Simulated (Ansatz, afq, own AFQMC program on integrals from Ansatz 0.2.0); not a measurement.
**BC⁺, singlet in cc-pVDZ, levels against full CI**

```xyz
2

B     0.0000    0.0000    0.0000
C     0.0000    0.0000    2.8180
```

Basis cc-pVDZ. Noble-gas cores (and the filled d shells of Ga–Kr and In–Xe) are frozen. AFQMC by an in-house program on the Cholesky factors that Ansatz 0.2.0 writes for its CCSD(T) run. The CISD trial takes its coefficients from CCSD amplitudes. Released means that phaseless walkers are propagated on without the constraint, phases kept. Error bars are statistical, one sigma.

Determinant: RHF, the one that the program's search chose, which needn't be the lowest solution. The geometry is a point of a scan.

Full CI on the same integrals is exact in this basis and with this determinant's frozen core.

Cautions: higher spins were not checked; restricted determinant unstable towards unrestricted (UHF 1.32 eV lower, ⟨S²⟩ 1.10); raised T1 diagnostic (T1 0.032, weight of the determinant 0.82, largest double 0.13); CCSDTQ on the UHF determinant differs (914 meV lower), perhaps since the unrestricted series falls towards higher spin.

```
T1 diagnostic                               : 0.0319
weight of the determinant in the CISD state : 0.818
size of the correlated space                : 6 electrons in 26 orbitals
```

```csv
level,correlation energy (eV)
MP2,-2.9211
CCSD,-4.4806
CCSD(T),-4.5999
```

**Question.** Estimate where full CI lies against CCSD(T) on the same integrals.

**Answer.** 6.4 kJ/mol below CCSD(T).

Reference: full CI, correlation energy -4.666 eV. The released energy is read at 2.40 1/Eh (meV from the phaseless value at times in 1/Eh: -11 ± 6 at 0.24, -26 ± 5 at 0.51, -40 ± 7 at 0.99, -56 ± 10 at 1.62, -54 ± 13 at 2.40).

| level | E − E(reference) (kJ/mol) | share of correlation (%) |
| --- | --- | --- |
| CCSD(T) | 6.4 | 98.58 |
| CCSDT | 3.1 | 99.31 |
| CCSDT(Q) | 1.2 | 99.73 |
| CCSDTQ | 0.1 | 99.98 |
| ph-AFQMC/CISD | 3.8 ± 0.7 | 99.16 |
| released AFQMC | -1.4 ± 1.2 | 100.31 |

CCSDT and higher add their correlation energy to the determinant of the CCSD(T) run, since their own runs factorise the integrals more tightly (a shift of under 2 meV). A walk keeps the symmetry of its determinant, which the program's search chose and which needn't be the lowest solution, so a lower state of the same spin and another symmetry isn't excluded. Released energies are given only where the last usable release times agree within the noise; a slower fall can still hide under it.
